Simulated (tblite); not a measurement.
Species: H7PSi2.
Numbering: `[SiH3:1][SiH2:2][PH2:3]` (hydrogens: H4, H5, H6 on Si1; H7, H8 on Si2; H9, H10 on P3)

Computed with GFN2-xTB (tblite), gas phase: Langevin dynamics at 400 K from the optimised GFN2-xTB geometry, time step 0.5 fs, friction 0.01 fs⁻¹, 2000 steps. The instantaneous temperature is 2·E(kin)/(3Nk) with all 3N coordinates.

```tsv
t (fs)	T (K)	E(pot) above start (eV)	Si1–Si2 (Å)	Si2–P3 (Å)	Si1–H4 (Å)
0	339	0.000	2.320	2.245	1.463
25	153	0.220	2.295	2.268	1.440
50	210	0.353	2.386	2.217	1.488
75	231	0.327	2.359	2.294	1.461
100	310	0.222	2.280	2.254	1.465
125	278	0.237	2.366	2.265	1.490
150	287	0.383	2.312	2.245	1.478
175	265	0.324	2.324	2.191	1.383
200	316	0.419	2.350	2.382	1.541
225	363	0.462	2.258	2.290	1.493
250	362	0.386	2.389	2.167	1.416
275	253	0.432	2.390	2.308	1.518
300	364	0.411	2.246	2.248	1.434
325	342	0.318	2.359	2.211	1.453
350	346	0.255	2.339	2.342	1.499
375	304	0.219	2.271	2.278	1.486
400	262	0.161	2.323	2.207	1.462
425	366	0.253	2.362	2.344	1.487
450	410	0.256	2.259	2.266	1.448
475	226	0.429	2.287	2.193	1.493
500	409	0.307	2.397	2.350	1.451
525	234	0.444	2.344	2.313	1.501
550	153	0.469	2.280	2.235	1.500
575	346	0.294	2.325	2.215	1.423
600	334	0.347	2.396	2.340	1.503
625	349	0.379	2.255	2.288	1.488
650	435	0.353	2.295	2.197	1.465
675	304	0.438	2.440	2.310	1.467
700	496	0.301	2.315	2.264	1.433
725	297	0.445	2.284	2.204	1.526
750	281	0.466	2.408	2.319	1.441
775	402	0.368	2.332	2.263	1.480
800	385	0.326	2.261	2.188	1.474
825	379	0.424	2.407	2.267	1.461
850	346	0.334	2.288	2.265	1.457
875	357	0.434	2.317	2.213	1.502
900	408	0.337	2.306	2.276	1.470
925	467	0.387	2.380	2.340	1.490
950	362	0.497	2.357	2.234	1.483
975	488	0.468	2.365	2.196	1.428
1000	525	0.431	2.336	2.280	1.496
```

Task: From 500 fs on, how do temperature and potential energy compare with equipartition?

Result: The mean temperature of these 21 frames is 369 K against the target 400 K, and the mean potential energy 0.39 eV against 24 × kT/2 = 0.41 eV for 24 classical harmonic modes. For 10 atoms in a canonical ensemble the temperature itself scatters by T·√(2/(3N)) = 103 K; here its standard deviation is 87 K. The whole run lasts only 10 friction times of 100 fs, so these averages carry a wide statistical error.

Task: What are the kinetic and total energies of the listed frame with the highest potential energy?

Result: The one at 950 fs, 0.497 eV above the start. Its kinetic energy is 3NkT/2 = 0.468 eV at 362 K, so the sum is 0.96 eV; over the listed frames the sum runs from 0.42 to 1.11 eV, since the thermostat adds and removes energy.

Task: How much do the listed bonds fluctuate from 500 fs on?

Result: 
```tsv
bond	at the start (Å)	mean (Å)	standard deviation (Å)
Si1–Si2	2.320	2.338	0.051
Si2–P3	2.245	2.265	0.050
Si1–H4	1.463	1.473	0.027
```

The motion is classical and holds no zero-point motion.

What follows is the cost of the whole dynamics run. On Intel Xeon at 2.50 GHz, one thread, shared host with 64 logical CPUs at a one-minute load of 36, this took 23 s wall and 0.18 GiB of memory at its peak.
